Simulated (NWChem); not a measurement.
benzene (C6H6); SMILES c1ccccc1

Results from NWChem. Pople sets run with spherical d functions. All runs use the structure optimised with B3LYP/6-31G* (spherical d). Level: PBE0/6-31G* with SMD (1 M gas to 1 M solution), gas-phase geometry.

For solvent dichloromethane:

| Quantity | Result |
|---|---|
| solvation free energy (kcal/mol) | -6.8 |
| cavity-dispersion-structure term (kcal/mol) | -3.1 |

What are these values for solvent ethylene glycol?


- solvation free energy (kcal/mol) = -2.2
- cavity-dispersion-structure term (kcal/mol) = 1.9
